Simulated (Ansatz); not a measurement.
Predict the output of the script below (the Python package of Ansatz (0.2.0)).

The script reads `c4h4f2.xyz`:
```text
10

C     0.32510   -1.80230    0.56370
C    -0.01530   -0.45410    0.58860
C    -0.02920    0.39490   -0.59520
C    -0.20710    1.71020   -0.56830
F    -0.23650    2.39470   -1.73390
F    -0.61010    2.33880    0.58540
H     0.56900   -2.26610   -0.36440
H     0.29040   -2.33500    1.45360
H    -0.26750    0.02510    1.58440
H     0.26420   -0.05730   -1.51100
```

Script `c4h4f2_energy.py`:
```python
# -*- coding: utf-8 -*-
"""Single point of C4H4F2."""

from pathlib import Path

import ansatz as az

BASIS_SET = "cc-pVDZ"
XC = "pbe"

molecule = az.Crystal.molecule_from_extxyz("c4h4f2.xyz")

base = molecule.calculation()
base = base.basis(gaussian=BASIS_SET)
base = base.functional(XC)
base = base.scf(lower_state_search="off")
base = base.orbitals()
print(base.to_yaml())
result = base.run(threads=1, backend="cpu", runs_dir="c4h4f2_runs")
r = result.report

print("reference energy %16.6f eV" % r["reference_energy_ev"])
print("total energy     %16.6f eV" % r["free_energy_ev"])
print("occupied (up, down):", r["n_occupied"], " virtual:", r["n_virtual"], " frozen:", r["n_frozen"])

field = r["mean_field"]
print("<S^2> =", round(abs(field["state"]["spin_squared"]), 4), " relativity:", field["relativity"])
print("passes:", field["passes"])
if "symmetry" in field:
    print("occupied orbitals by irrep:", field["symmetry"]["occupied"])

lines = Path(r["orbitals_path"]).read_text().splitlines()
field_of = lambda key: [line.split("=")[1].strip() for line in lines if line.startswith(key)]
orbitals = [(27.211386 * float(e), s, float(n)) for e, s, n in zip(field_of("Ene="), field_of("Spin="), field_of("Occup="))]
homo = max(e for e, _, n in orbitals if n > 0.5)
lumo = min(e for e, _, n in orbitals if n < 0.5)
for e, spin, n in sorted(orbitals):
    if homo - 15 < e < lumo + 5:
        print(f"{spin:6s} {e:10.3f} eV  occupation {n:.0f}")
```

```console
$ python c4h4f2_energy.py
crystal:
  periodic: [false, false, false]
  atoms:
    - { symbol: C, position_ang: [0.3251, -1.8023, 0.5637] }
    - { symbol: C, position_ang: [-0.0153, -0.4541, 0.5886] }
    - { symbol: C, position_ang: [-0.0292, 0.3949, -0.5952] }
    - { symbol: C, position_ang: [-0.2071, 1.7102, -0.5683] }
    - { symbol: F, position_ang: [-0.2365, 2.3947, -1.7339] }
    - { symbol: F, position_ang: [-0.6101, 2.3388, 0.5854] }
    - { symbol: H, position_ang: [0.569, -2.2661, -0.3644] }
    - { symbol: H, position_ang: [0.2904, -2.335, 1.4536] }
    - { symbol: H, position_ang: [-0.2675, 0.0251, 1.5844] }
    - { symbol: H, position_ang: [0.2642, -0.0573, -1.511] }
basis:
  gaussian:
    orbitals: cc-pVDZ
hamiltonian:
  xc: pbe
scf:
  lower_state_search: "off"
output:
  orbitals: {}

reference energy     -9635.090884 eV
total energy         -9635.090884 eV
occupied (up, down): [23, 23]  virtual: [81, 81]  frozen: 0
<S^2> = 0.0  relativity: none
passes: {'evaluations': 18, 'products': 0}
occupied orbitals by irrep: [{'A': 23}, {'A': 23}]
Alpha     -20.241 eV  occupation 2
Alpha     -18.285 eV  occupation 2
Alpha     -15.699 eV  occupation 2
Alpha     -14.420 eV  occupation 2
Alpha     -13.705 eV  occupation 2
Alpha     -12.815 eV  occupation 2
Alpha     -12.186 eV  occupation 2
Alpha     -10.875 eV  occupation 2
Alpha     -10.540 eV  occupation 2
Alpha     -10.324 eV  occupation 2
Alpha      -9.837 eV  occupation 2
Alpha      -9.587 eV  occupation 2
Alpha      -8.778 eV  occupation 2
Alpha      -7.751 eV  occupation 2
Alpha      -5.462 eV  occupation 2
Alpha      -1.788 eV  occupation 0
Alpha       0.551 eV  occupation 0
Alpha       1.299 eV  occupation 0
Alpha       1.608 eV  occupation 0
Alpha       2.000 eV  occupation 0
Alpha       2.655 eV  occupation 0
```

What to keep in mind:
- These settings explore the input space; basis and method may be short of convergence.
- The geometry is a force-field or estimated start, not a minimum of this method, and the basis set is short of its limit.
- Alpha marks a spatial orbital of a restricted run, filled by both spins.
- Levels such as HOMO and LUMO are orbital energies: with these approximate functionals they aren't the ionisation energy and electron affinity, and their gap isn't the fundamental gap.
- Hardware and time: 1.7 s on 1 thread of Arm Neoverse V2, with other jobs on the host, peak memory 0.18 GiB.

(A comment or docstring line of the script was reworded after the run, the code is as it ran; lines on the test bed's own set-up are left out of the output.)
